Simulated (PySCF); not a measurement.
## How the functional moves excitation energies

Tetrafluoroethylene, C₂F₄.
Atom-mapped SMILES: `[F:1][C:2]([F:3])=[C:4]([F:5])[F:6]`

Linear-response calculations in the def2-SVPD basis (PySCF; singlets by full response, triplets Tamm–Dancoff, core orbitals frozen in the response; HF means time-dependent Hartree–Fock). 'Strongest' is the level of largest summed f among the singlets computed (10 roots, of which the last may lack a degenerate partner); it can jump between rows when another state enters that window. S1 is the lowest singlet of each run and needn't be the same state throughout; f(S1) is that of one state. Geometry: PBE0-D3(BJ)/def2-SVP; no solvent, vibrations or thermal averaging.

```json
{"functional": "LDA", "kind": "LDA", "S1 (eV)": "6.16", "f(S1)": "0.011", "strongest (eV)": "7.99", "T1 (eV)": "4.92", "HOMO (eV)": "-6.44", "gap (eV)": "5.67", "ionisation energy, ΔSCF (eV)": "10.35"}
{"functional": "PBE", "kind": "GGA", "S1 (eV)": "5.97", "f(S1)": "0.008", "strongest (eV)": "8.02", "T1 (eV)": "4.73", "HOMO (eV)": "-6.21", "gap (eV)": "5.75", "ionisation energy, ΔSCF (eV)": "10.03"}
{"functional": "B3LYP", "kind": "global hybrid, 20% exact exchange", "S1 (eV)": "6.43", "f(S1)": "0.013", "strongest (eV)": "8.25", "T1 (eV)": "4.67", "HOMO (eV)": "-7.50", "gap (eV)": "7.52", "ionisation energy, ΔSCF (eV)": "10.42"}
{"functional": "PBE0", "kind": "global hybrid, 25% exact exchange", "S1 (eV)": "6.67", "f(S1)": "0.015", "strongest (eV)": "8.37", "T1 (eV)": "4.64", "HOMO (eV)": "-7.68", "gap (eV)": "8.06", "ionisation energy, ΔSCF (eV)": "10.35"}
{"functional": "BHandHLYP", "kind": "global hybrid, 50% exact exchange", "S1 (eV)": "7.05", "f(S1)": "0.021", "strongest (eV)": "8.59", "T1 (eV)": "4.56", "HOMO (eV)": "-9.09", "gap (eV)": "9.85", "ionisation energy, ΔSCF (eV)": "10.56"}
{"functional": "CAM-B3LYP", "kind": "range-separated hybrid", "S1 (eV)": "6.68", "f(S1)": "0.015", "strongest (eV)": "8.30", "T1 (eV)": "4.59", "HOMO (eV)": "-9.16", "gap (eV)": "10.07", "ionisation energy, ΔSCF (eV)": "10.51"}
{"functional": "wB97X-D", "kind": "range-separated hybrid", "S1 (eV)": "6.93", "f(S1)": "0.020", "strongest (eV)": "8.36", "T1 (eV)": "4.74", "HOMO (eV)": "-9.60", "gap (eV)": "11.59", "ionisation energy, ΔSCF (eV)": "10.40"}
{"functional": "LC-wPBE", "kind": "range-separated hybrid", "S1 (eV)": "7.15", "f(S1)": "0.016", "strongest (eV)": "8.31", "T1 (eV)": "4.44", "HOMO (eV)": "-10.43", "gap (eV)": "12.44", "ionisation energy, ΔSCF (eV)": "10.45"}
{"functional": "HF", "kind": "Hartree–Fock", "S1 (eV)": "7.75", "f(S1)": "0.041", "strongest (eV)": "9.01", "T1 (eV)": "4.18", "HOMO (eV)": "-11.03", "gap (eV)": "13.27", "ionisation energy, ΔSCF (eV)": "not settled"}
```

S1 runs from 5.97 eV (PBE) to 7.75 eV (HF), a spread of 1.79 eV, while the orbital gap spreads over 7.6 eV. Along PBE (0%), B3LYP (20%), PBE0 (25%), BHandHLYP (50%), HF (100%) S1 rises with the share of exact exchange. −ε(HOMO) comes closest to its own ΔSCF ionisation energy with LC-wPBE (-0.01 eV) and misses most with LDA (-3.90 eV). 'Not settled' means that the ion's SCF failed to converge or may have ended in another state than the lowest.
